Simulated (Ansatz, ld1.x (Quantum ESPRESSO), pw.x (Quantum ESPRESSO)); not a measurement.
What a changed setting does to a pw.x run (diamond Si)

Potential: norm-conserving Troullier–Martins (Kleinman–Bylander form), ld1.x (Quantum ESPRESSO) 7.5, PBE; core [Ne], reference 3s2 3p2; waves: 3s (bound): rc 1.35 bohr; 3p (bound): rc 2.00 bohr; 3d channel at 0.05 Ry: rc 1.60 bohr; local part: the d channel; core correction: none.

The reference run (k-mesh 8³, cutoffs 100/400 Ry, Fermi–Dirac 0.01 Ry, mixing_beta 0.4, conv_thr 1e-9, no spin) gives -0.72 GPa at 20.463 Å³/atom, where all-electron LAPW gives -0.05 GPa. This run, with its own iteration cap, changes degauss to 0.005.

```
&control
  calculation='scf', prefix='x', pseudo_dir='./', outdir='./tmp', tstress=.true., disk_io='none'
/
&system
  ibrav=0, nat=2, ntyp=1, ecutwfc=100, ecutrho=400, nbnd=11,
  occupations='smearing', smearing='fd', degauss=0.005
/
&electrons
  conv_thr=1e-09, mixing_beta=0.4, electron_maxstep=60
/
ATOMIC_SPECIES
Si 1.0 Si.UPF
CELL_PARAMETERS angstrom
  0.00000000 2.73520428 2.73520428
  2.73520428 0.00000000 2.73520428
  2.73520428 2.73520428 0.00000000
ATOMIC_POSITIONS crystal
Si 0.0000 0.0000 0.0000
Si 0.2500 0.2500 0.2500
K_POINTS automatic
8 8 8 0 0 0
```

```bash
pw.x < Si.scf.in > Si.scf.out
```

How does the run end?

It converges in 9 iterations; the free energy moves by +0.4 meV/atom and the pressure by +0.01 GPa. The result is that of the reference run. In a metal, with Fermi–Dirac smearing, F lies below its zero-width value by a term in the square of the width.

```
Message from routine setup:
     using ibrav=0 with symmetry is DISCOURAGED, use correct ibrav instead
     lattice parameter (alat)  =       7.3098  a.u.
     unit-cell volume          =     276.1823 (a.u.)^3
     number of electrons       =         8.00
     number of Kohn-Sham states=           11
     kinetic-energy cutoff     =     100.0000  Ry
     charge density cutoff     =     400.0000  Ry
     scf convergence threshold =      1.0E-09
     Exchange-correlation= PBE
     number of k points=    29  Fermi-Dirac smearing, width (Ry)=  0.0050
     iteration #  1     ecut=   100.00 Ry     beta= 0.40
     total energy              =     -15.76686664 Ry
     estimated scf accuracy    <       0.05527432 Ry
     iteration #  2     ecut=   100.00 Ry     beta= 0.40
     total energy              =     -15.76579384 Ry
     estimated scf accuracy    <       0.01559911 Ry
     iteration #  3     ecut=   100.00 Ry     beta= 0.40
     total energy              =     -15.76692141 Ry
     estimated scf accuracy    <       0.00031662 Ry
     iteration #  4     ecut=   100.00 Ry     beta= 0.40
     c_bands:  1 eigenvalues not converged
     total energy              =     -15.76733768 Ry
     estimated scf accuracy    <       0.00000888 Ry
     iteration #  5     ecut=   100.00 Ry     beta= 0.40
     total energy              =     -15.76738443 Ry
     estimated scf accuracy    <       0.00000433 Ry
     iteration #  6     ecut=   100.00 Ry     beta= 0.40
     total energy              =     -15.76742675 Ry
     estimated scf accuracy    <       0.00000028 Ry
     iteration #  7     ecut=   100.00 Ry     beta= 0.40
     total energy              =     -15.76742717 Ry
     estimated scf accuracy    <       0.00000002 Ry
     iteration #  8     ecut=   100.00 Ry     beta= 0.40
     total energy              =     -15.76742772 Ry
     estimated scf accuracy    <       0.00000004 Ry
     iteration #  9     ecut=   100.00 Ry     beta= 0.40
     the Fermi energy is     6.2913 ev
!    total energy              =     -15.76742781 Ry
     estimated scf accuracy    <          1.4E-10 Ry
     smearing contrib. (-TS)   =      -0.00000899 Ry
     The total energy is F=E-TS. E is the sum of the following terms:
     one-electron contribution =       4.58909986 Ry
     hartree contribution      =       1.11316091 Ry
     xc contribution           =      -4.79482552 Ry
     ewald contribution        =     -16.67485408 Ry
     convergence has been achieved in   9 iterations
          total   stress  (Ry/bohr**3)                   (kbar)     P=       -7.07
     Message from routine punch:
     Nothing written, as per user request (disk_io='none')
```

The run took about 19 s on one core of a shared host (Neoverse-V2, 96 threads, 742 GiB, load 20).
